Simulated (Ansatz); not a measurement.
A nudged elastic band was laid between two geometries of BFH$_{2}$ (4 atoms, charge 0, multiplicity 1).

All numbers below come from RHF/def2-TZVP in Ansatz.

```json
{
  "movable images": "7",
  "climbing image": "yes",
  "spring": "50.0 eV/Å²",
  "optimiser": "quadratic models (default)",
  "start path": "through a guess of the saddle point",
  "force threshold": "0.05 eV/Å",
  "iteration limit": "60",
  "end points": "relaxed"
}
```

First end point:

```xyz
4
Properties=species:S:1:pos:R:3
B 0.307 0.000 0.133
F 0.362 0.000 1.439
H 1.331 0.000 -0.473
H -0.764 0.000 -0.385
```

Last end point:

```xyz
4
Properties=species:S:1:pos:R:3
B -0.473 -0.001 -0.497
F 1.899 0.000 1.542
H 1.209 0.000 0.943
H -1.399 0.000 -1.275
```

(1) Which bonds break or form, and what moves?

(2) Give the energies along the band, and the barrier.

(3) What is the geometry of the highest image?

## Answers

(1) Bonds broken: B1–F2, B1–H3. Bonds formed: F2–H3. BFH2 becomes BH + FH.

(2) The run converged. The highest image is number 3 of 0 to 8, 131.9 kcal/mol above the first end and 22.7 kcal/mol above the last; the last end lies 109.3 kcal/mol above the first. Neighbouring images differ by up to 2.9 eV, so the band resolves the path poorly. Another band between the same ends (7 images) ends at a top of the same energy, where a vibrational analysis finds 1 clearly imaginary mode. The orbitals stay closed-shell, which can raise the energy where a bond breaks towards radicals; this wasn't checked here.

| image | path coordinate (Å) | energy (kcal/mol) | B1–F2 (Å) | B1–H3 (Å) | F2–H3 (Å) |
| --- | --- | --- | --- | --- | --- |
| 0 | 0.00 | 0.0 | 1.31 | 1.19 | 2.14 |
| 1 | 0.38 | 20.3 | 1.34 | 1.17 | 1.78 |
| 2 | 0.77 | 86.6 | 1.52 | 1.21 | 1.42 |
| 3 | 1.15 | 131.9 | 1.79 | 1.41 | 1.08 |
| 4 | 1.60 | 118.5 | 2.25 | 1.89 | 0.92 |
| 5 | 2.04 | 114.2 | 2.69 | 2.26 | 0.91 |
| 6 | 2.49 | 112.5 | 2.91 | 2.23 | 0.91 |
| 7 | 2.94 | 110.3 | 3.04 | 2.19 | 0.91 |
| 8 | 3.38 | 109.3 | 3.13 | 2.21 | 0.91 |

(3) 
```xyz
4
Properties=species:S:1:pos:R:3
B 0.147 0.000 -0.454
F 0.781 0.000 1.215
H 1.340 0.000 0.294
H -1.031 0.000 -0.341
```

Time of the run: 30 s on 1 thread of Arm Neoverse V1 (shared host), peak memory 0.13 GiB.
